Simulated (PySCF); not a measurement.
**Dipole moment and polarisability of C2H3B**

Compound: C2H3B.
Structure used (PBE0-D3(BJ)/def2-SVP), in Å, numbered top down from 1:
```xyz
6
C2H3B angstrom
B     -1.134    0.064    0.038
C      0.368   -0.021    0.149
C      1.584   -0.088    0.239
H     -1.830   -0.610    0.757
H     -1.637    0.805   -0.771
H      2.655   -0.147    0.318
```

The species is `BC#C` (C2H3B).

Level: B3LYP/def2-SVPD (PySCF), static field, nuclei fixed, core orbitals frozen in the response. The polarisability tensor in these axes (au):

```
x   59.37 -1.54  2.12
y   -1.54 28.86 -2.28
z    2.12 -2.28 29.27
```

Q: What are the eigenvalues, a third of the trace, and Δα (Δα² = ½Σ(αi − αj)² over the three pairs)?

A: Principal values 26.78, 31.11 and 59.61 au; mean 39.17 au = 5.80 Å³ = 6.46 × 10⁻⁴⁰ C²·m²/J; Δα = 30.89 au (79 % of the mean).

Q: What is the dipole moment, and where does it point?

A: (1.03, -0.06, 0.08) D, 1.03 D in size, pointing from the negative to the positive side. Measured along this direction, the outermost atoms are H4 and H5 at the negative end and H6 at the positive end.

Q: Molar refractivity from α?

A: Lorentz–Lorenz: R = (4π/3)N_A α = 2.5225 cm³/(mol·Å³) × 5.80 Å³ = 14.6 cm³/mol, in the limit of long wavelengths.

Q: What are the principal values of the traceless quadrupole moment, Θ = ½Σq(3rr − r²1), about the centre of nuclear charge?

A: -3.73, -0.80, 4.53 D·Å. The values depend on the origin, since the dipole doesn't vanish. The electronic extent ⟨r²⟩ about the same centre is 171 bohr², a root-mean-square distance of 1.55 Å for the 20 electrons.

Q: Sum over states: ᾱ = Σ f/ω², ω in Eh. What share falls to these 10 lowest TDDFT singlets (eV, f)? 3.75, 0.0000; 5.38, 0.0774; 6.13, 0.0000; 6.91, 0.0130; 7.23, 0.0000; 7.50, 0.0092; 7.98, 0.5659; 8.05, 0.0000; 8.13, 0.0148; 8.32, 0.0781.

A: They add up to 9.89 au, 25.3 % of the 39.17 au; the largest single term is 6.59 au, from the state at 7.98 eV. Terms in order: 0.00, 1.98, 0.00, 0.20, 0.00, 0.12, 6.59, 0.00, 0.17, 0.84 au. Higher excitations give the rest. The strengths listed sum to 0.759.

Q: Find the Langevin capture rate constant for H3O+ (19.018 u) meeting this molecule (38.033 u), k = 2.342 × 10⁻⁹ cm³/s × √(α in Å³ / reduced mass in u).

A: The reduced mass is 12.68 u, so k = 1.58 × 10⁻⁹ cm³/s. The formula leaves out the permanent dipole, which adds to the capture rate.

Geometry: PBE0-D3(BJ)/def2-SVP; no solvent, vibrations or thermal averaging.

These values come from a run that also computed excited states and ΔSCF ions. On one thread, Arm Neoverse V2 (shared host), this took 9.1 s wall.
